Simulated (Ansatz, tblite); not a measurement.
Cost and result up the ladder for AlMe2H (C₂H₇Al) (10 atoms). Charge 0, multiplicity 1. Geometry: r2SCAN-D4/def2-TZVP.

```xyz
10

Al    0.3732    0.1302   -0.6515
C     0.1640    1.5594    0.6645
H     0.6650    1.2984    1.6042
H    -0.8906    1.7085    0.9229
H     0.5645    2.5215    0.3369
C    -0.3782   -1.6357   -0.2841
H    -1.4724   -1.5857   -0.2296
H    -0.0500   -2.0139    0.6905
H    -0.1243   -2.3867   -1.0356
H     1.1488    0.4040   -2.0182
```

Ansatz on 4 threads of Arm Neoverse V2 on a shared host; xTB runs through tblite on one thread. Times are rough, summed over both states, and most runs start from the orbitals of an earlier one. PBE0-D4/def2-TZVP serves as the yardstick here, not as an exact answer. The other state is a triplet.

The xTB rows come from tblite. HOMO above LUMO, or a gap near zero within one spin, warns that the state may not be the lowest or that an electron is smeared out.

Run but left out: PBE-D4/def2-TZVP (triplet: an occupied level 0.25 eV above an empty one).

xTB has no spin-polarisation term.

| level | functions | wall time | vertical triplet (eV) | difference from PBE0-D4/def2-TZVP (eV) | remarks |
| --- | --- | --- | --- | --- | --- |
| GFN2-xTB | 24 | 0.006 s | 4.76 | -0.29 | – |
| GFN1-xTB | 31 | 0.007 s | 5.78 | 0.72 | – |
| r2SCAN-D4/def2-TZVP | 141 | 4.7 s | 4.83 | -0.23 | gap within one spin near zero (triplet) |
| PBE0-D4/def2-TZVP (with forces) | 141 | 4.7 s | 5.05 | 0.00 | – |
